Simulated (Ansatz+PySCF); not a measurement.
Two shapes of singlet SiH4.

Shape 1:

```xyz
5

Si    0.0000    0.0000    0.0000
H     0.8619    0.8619    0.8619
H     0.8619   -0.8619   -0.8619
H    -0.8619    0.8619   -0.8619
H    -0.8619   -0.8619    0.8619
```

Shape 2:

```xyz
5

Si    0.0006   -0.0015    0.0500
H     0.8608    0.8541    0.9113
H     0.8741   -0.8772   -0.9079
H    -0.8923    0.8317   -0.8877
H    -0.8579   -0.8946    0.8995
```

Basis set: def2-SVP (spherical functions). Left uncorrelated: 5 orbitals. Charge 0, multiplicity 1.

Computed with Ansatz (development build ahead of 0.2.0); each method stands on the lowest determinant of its kind that the runs found.

Q: Which shape is lower in energy, and by how much in each method?

A:

```csv
method,E(2) − E(1) (eV)
RHF-CCSD,0.096
UHF-CCSD,0.096
RHF-CCSD(T),0.094
PBE0 (unrestricted),0.074
ωB97X (unrestricted),0.080
```

Shape 1 is lower.
